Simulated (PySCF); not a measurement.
Compound: C₄H₇O (doublet state).
Cartesian coordinates in Å at the GFN2-xTB level; atoms count from 1:
```xyz
12
C4H7O angstrom
C     -1.5490   -0.2464    0.0544
C     -0.0588   -0.5219    0.2008
C      0.7698    0.7250   -0.1479
C      2.2323    0.5337   -0.0289
O      2.9066   -0.3956    0.2869
H     -2.1228   -1.1361    0.3028
H     -1.8587    0.5577    0.7189
H     -1.7876    0.0409   -0.9676
H      0.2359   -1.3406   -0.4585
H      0.1668   -0.8217    1.2258
H      0.4989    1.5592    0.5053
H      0.5678    1.0451   -1.1738
```

The hyperfine couplings belong to this conformer and change with its torsions.

Identity: `CCC[C]=O` [radical].

Computed with UKS B3LYP, pcH-1 on C H O, non-relativistic, mean-field spin-orbit, GIAO (PySCF 2.14.0). The structure is a single GFN2-xTB conformer in the gas phase; no vibrational or solvent corrections. The geometry wasn't refined by DFT: couplings that depend on bond lengths, twists or pyramidal angles can differ widely from those at the functional's own minimum.

**Question.** Count the α and β electrons and give S(S+1).

**Answer.** 39 electrons with 2S = 1: 20 α and 19 β; S(S+1) = 0.75.

Mulliken spin populations, one withheld:

```
atom          bound to  population
  C1    C2, H6, H7, H8     +0.0023
  C2   C1, C3, H9, H10     +0.0457
  C3  C2, C4, H11, H12     +0.0452
  C4            C3, O5           ?
  O5                C4     +0.2371
  H6                C1     +0.0058
  H7                C1     -0.0001
  H8                C1     -0.0001
  H9                C2     -0.0007
 H10                C2     -0.0007
 H11                C3     -0.0027
 H12                C3     -0.0027
```

**Question.** Fill in the missing population.

**Answer.** The populations add up to Nα − Nβ = 1, and the others sum to 0.3291, so C4 holds +0.671.

**Question.** Sum the populations by element and by sign.

**Answer.** Carbon +0.76, oxygen +0.24, hydrogen 0.00. The positive populations sum to 1.01, the negative ones to -0.01.

**Question.** With ⟨S²⟩ = 0.7525, find the sum of squared α–β overlaps and estimate the admixture of higher spin.

**Answer.** For a single determinant ⟨S²⟩ = S(S+1) + Nβ − Σ|⟨iα|jβ⟩|², so the squared overlaps of occupied orbitals sum to 19 − 0.0025 = 18.9975. If the quartet state (S + 1) were the only admixture, its weight would be 0.0025/(2S + 2) = 0.08 %.

**Question.** What Fermi-contact NMR shifts do the couplings of C1, C2, H6/H7/H8, H9/H10, H11/H12 imply at 250 K (Curie law, g = gₑ)?

**Answer.** δ = a_FC·h·gₑ μB S(S+1)/(3 g_N μN kT), with k/h = 20836.6 MHz/K:

```tsv
nuclei	isotope	a_FC (MHz)	g_N	contact shift (ppm)
C1	13C	6.26	1.4048	+786
C2	13C	21.57	1.4048	+2709
H6/H7/H8	1H	4.31	5.5857	+136
H9/H10	1H	-3.11	5.5857	-98
H11/H12	1H	-5.56	5.5857	-175
```

The sign follows the spin density at the nucleus: positive density means a positive shift. Entries for several nuclei are means.

Means are taken over nuclei equivalent by connectivity, which assumes that they swap fast. The three 1H nuclei of mean +4.3 MHz run from 0.9 to 11.2 MHz in the frozen geometry.

β density exceeds α density at some nuclei, such as H11/H12 (-0.0012), spin density in bohr⁻³. In a single determinant that takes different orbitals for the two spins, that is spin polarisation.
